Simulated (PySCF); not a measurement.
# Working out the ionisation energy of F

F [He] 2s2 2p5 (2P) → F⁺ [He] 2s2 2p4 (3P). Calculation: PySCF 2.14, in aug-cc-pVQZ (6s5p4d3f2g, 80 functions); the non-relativistic Hamiltonian (point nucleus). Frozen: 1s2. Energies in hartree (1 hartree = 27.21139 eV):

| part | F (lower) | F⁺ (upper) |
| --- | --- | --- |
| UHF | -99.414085 | -98.838841 |
| MP2 opposite-spin | -0.171750 | -0.122235 |
| MP2 same-spin | -0.052141 | -0.037651 |

What does Hartree-Fock give?

(-98.838841) − (-99.414085) = 0.575244 hartree = 15.653 eV.

What do MP2 and SCS-MP2 (6/5 opposite-spin, 1/3 same-spin) give?

The opposite-spin parts differ by 1.347 eV and the same-spin parts by 0.394 eV. MP2: 15.653 + (1.347) + (0.394) = 17.394 eV. SCS-MP2: 15.653 + 1.2 × (1.347) + (0.394)/3 = 17.401 eV.

Measured between the centres of the two terms (NIST): 17.427 eV, so MP2 (valence) is off by -0.033 eV.

What remains against the reference includes basis incompleteness, the frozen core and correlation beyond second order.
